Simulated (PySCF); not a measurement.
# CH5B: the cost of one run

Programs: PySCF 2.14.0, with routines of our own; each step states its level. All values are computed. Atoms count from 0.

## 1. The starting structure

7 atoms, charge -1, multiplicity 2; geometry from: GFN2-xTB.

## 2. Open-shell or spin-flip excitations: unrestricted TDDFT CAM-B3LYP/def2-SVPD in tetrahydrofuran

What the job is given:

```
{"job": {"kind": "uabs", "xc": "CAM-B3LYP", "basis": "def2-SVPD", "nstates": 10, "tda": false, "solvent": "tetrahydrofuran", "pol": false}, "charge": -1, "multiplicity": 2}
B      0.939811     0.065253    -0.328109
C     -0.669766     0.023099    -0.005119
H      1.551875     0.928574     0.326447
H      1.486668    -1.050384    -0.253766
H     -1.159073     0.998989    -0.155644
H     -0.933083    -0.272362     1.037022
H     -1.213098    -0.688265    -0.647909
```

Level: unrestricted TDDFT CAM-B3LYP/def2-SVPD, vertical, IEF-PCM tetrahydrofuran (non-equilibrium linear response), core orbitals frozen in the response.

Started as:

```console
$ OMP_NUM_THREADS=1 python excited_run.py task.json out
```

This one command runs all jobs of the session in turn.

Q: Estimate the wall time and peak memory of this first job on 1 thread of Arm Neoverse V1, shared host.

About 5.7 s, with a peak of 0.35 GiB.
